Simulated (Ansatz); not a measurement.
Input for Ansatz (development build ahead of 0.2.0):

```yaml
crystal:
  periodic: [false, false, false]
  atoms:
    - { symbol: Na, position_ang: [-0.04363, -0.06057, -0.24397] }
    - { symbol: H, position_ang: [-0.03912, 0.06275, 2.61601] }
basis:
  gaussian: { orbitals: def2-SVP }
hamiltonian:
  xc: hf
```

The input is written out in the form of the current development build from the run's settings.

Results

| Item | Value |
| --- | --- |
| Converged | yes |
| Total energy | -162.28892 hartree |
| Spin squared of the determinant | 0.000 |

Caution: stretched shape with no unrestricted run beside it, a lower state can exist.
